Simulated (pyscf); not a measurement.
Thermochemistry of product channels of `[BH2][AsH2]` + `[SiH2]` [singlet] on the singlet surface, in kcal/mol, from ωB97M-D3(BJ)/def2-TZVP energies (ideal gas, 1 atm, RRHO with modes under 100 cm⁻¹ raised to 100, one conformer, R ln 2 for chiral ones without a mode under 150 cm⁻¹). Structures and frequencies: ωB97X-D3(BJ)/def2-SVP in PySCF.

```tsv
products	ΔE	ΔH(298 K)	ΔG(600 K)	ΔG(900 K)
`[BH2][SiH2][AsH2]`	-55.0	-52.0	-29.0	-17.9
`[BH2][As]=[SiH2]` + `[H][H]`	-30.0	-29.5	-25.2	-23.7
`[SiH3][BH][AsH2]`	-51.9	-49.5	-28.7	-18.8
`[B][AsH2]` [singlet] + `[SiH4]`	+26.4	+25.8	+27.2	+27.9
`[BH2][AsH][SiH3]`	-63.6	-60.5	-39.4	-29.3
```

These are energies of the channels, which say nothing of barriers. B–AsH₂ [singlet] lies 44.0 kcal/mol over its isomer H₂B–As: [triplet] (electronic energy, ωB97M-D3(BJ)/def2-TZVP). Elements up to Kr have no core potential and no relativistic terms here.
